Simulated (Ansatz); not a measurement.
**Cost against result**

The pair of H2S (SMILES S, atoms 1–3) and C2H6 (SMILES CC, atoms 4–11), both closed shells, in one local arrangement (a lower one may exist), relaxed at PBE0-D4/def2-TZVP:

```
11
angstrom
S 0.5515 0.0965 -3.0014
H -0.6524 0.5241 -2.5922
H 0.6277 -0.7990 -2.0054
C 0.0153 0.7766 1.0025
C -0.1473 -0.7295 0.8952
H -0.9316 1.2623 1.2504
H 0.7340 1.0430 1.7809
H 0.3738 1.2067 0.0642
H 0.7986 -1.2157 0.6418
H -0.8771 -1.0014 0.1277
H -0.4927 -1.1636 1.8365
```

Interaction energies are counterpoise-corrected; the time is that of the whole pair.

Program: Ansatz 0.2.0. Basis: as named in each row. Cores are frozen in the correlated methods. B3LYP uses VWN-RPA correlation. Extrapolation: Hartree–Fock as exp(−7.88 √X), correlation as X^−2.97.

Times are rough, for one single point on 4 threads of a shared host (Arm Neoverse V2).

The estimate by CCSD(T) at an estimated basis limit (MP2 extrapolated from triple and quadruple zeta, plus CCSD(T) − MP2 in triple zeta) is -4.5 kJ/mol.

```tsv
method	basis	time (s)	interaction energy (kJ/mol)	method less estimate
HF	STO-3G	under 1	3.1	7.5
PBE-D4	STO-3G	under 1	-3.6	0.9
SPW92	def2-SVP	under 1	-7.0	-2.6
B3LYP-D4	6-31G	under 1	-4.0	0.4
PBE-D4	def2-SVP	under 1	-5.0	-0.6
PBE0-D4	def2-SVP	under 1	-4.4	0.1
CCSD(T)	def2-SVP	1	0.0	4.5
PBE-D4	def2-TZVPPD	2	-5.2	-0.8
revPBE-D4	def2-TZVPPD	2	-3.7	0.7
BLYP-D4	def2-TZVPPD	2	-3.3	1.1
wB97M-V	def2-SVP	2	-2.9	1.6
PBE0-D4	def2-TZVPPD	2	-4.7	-0.3
B3LYP-D4	def2-TZVPPD	2	-3.9	0.5
HSE06-D4	def2-TZVPPD	2	-4.7	-0.3
r2SCAN-D4	def2-TZVPPD	3	-4.2	0.3
B2PLYP	def2-TZVPPD	4	-0.5	3.9
wB97X-V	def2-TZVPPD	6	-4.2	0.2
wB97M-V	def2-TZVPPD	6	-4.0	0.5
B97M-V	def2-TZVPPD	7	-4.2	0.3
MP2	def2-QZVPPD	18	-4.4	0.0
CCSD(T)	def2-TZVPPD	78	-3.6	0.8
```

No T1 diagnostic of these runs exceeds 0.011.
